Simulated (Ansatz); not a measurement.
Ideal-gas functions of C2N2 (`[C-]#[N+][N+]#[C-]`) at 800 K and 1 bar, from an Ansatz frequency run at PBE0-D4/def2-TZVP.

Molar mass 52.04 g/mol, point group D∞h (symmetry number 2), electronic degeneracy 1, moments of inertia 89.713 u Å². Harmonic wavenumbers (cm⁻¹, unscaled): 211, 211, 389, 389, 1002, 2103, 2329.

Use S(trans) = R[1.5 ln M + 2.5 ln T − 1.1517]; rotational temperatures θ = 24.2544 K / I; S(rot) = R[ln(T/σθ) + 1]; for each mode x = 1.438777 ν̃/T, S = R[x/(eˣ − 1) − ln(1 − e⁻ˣ)] and H = RT x/(eˣ − 1); 1 cm⁻¹ = 0.0119627 kJ/mol; R = 8.31446 J/(mol·K).

Problem. By hand: the entropy, in J/(mol·K).

Solution. Translation 178.7. Rotation: θ = 0.2704 K, giving 69.0. Vibration, mode by mode: 16.42, 16.42, 11.45, 11.45, 4.46, 0.92, 0.66, in all 61.8. Electronic 0.0. Sum 309.5 J/(mol·K).

Problem. By hand: H − E and G − E in kJ/mol, counted from the electronic energy.

Solution. Zero-point energy ½ × 6634 × 0.0119627 = 39.7; thermal vibration 23.5; translation, rotation and pV give 3.5 RT = 23.3. H − E = 86.5 kJ/mol, and G − E = 86.5 − 800 × 309.5/1000 = -161.1 kJ/mol.

Vibration gives 20 % of the entropy.
